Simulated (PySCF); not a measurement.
Gas-phase reaction: 2 SiHF + 2 H₂ ⇌ SiH₂F₂ + SiH₄

Energies from PySCF (xtb for GFN2), thermal terms from the rigid-rotor harmonic-oscillator model, ideal gas at 1 bar. † marks an energy on the PBE0/def2-TZVP geometry and frequencies; other levels use their own. MP2 and CCSD(T) freeze the core. All species are closed-shell singlets. B3LYP is the form with VWN-RPA correlation. SiHF: computed as isolated molecules; such fragments, hydroxides, amides, oligomers or adducts are transient or little studied in the gas. MP2 isn't extrapolated to the basis-set limit; its ΔH°(298 K) is -459.8 kJ in def2-SVP and -460.1 kJ in def2-TZVPP. CCSD(T) isn't extrapolated to the basis-set limit; its ΔH°(298 K) is -431.3 kJ in def2-SVP and -435.6 kJ in def2-TZVPP. The harmonic model lacks anharmonicity and excited electronic states, which grow with temperature; levels with a mode under 35 cm⁻¹ are left out.

| level | ΔE electronic, kJ | ΔH°(298 K), kJ | ΔS°(298 K), J/K | ΔG°(1200 K), kJ |
|---|---|---|---|---|
| B3LYP/def2-TZVP† | -448 | -418 | -272 | -80 |
| CCSD(T)/def2-SVP† | -461 | -431 | -272 | -93 |
| GFN2-xTB | -536 | -504 | -267 | -176 |
| MP2/def2-SVP† | -489 | -460 | -272 | -122 |
| r2SCAN/def2-TZVP† | -498 | -468 | -272 | -130 |
ΔH° is lowest at GFN2-xTB and highest at B3LYP/def2-TZVP†. No reference value is set beside these.
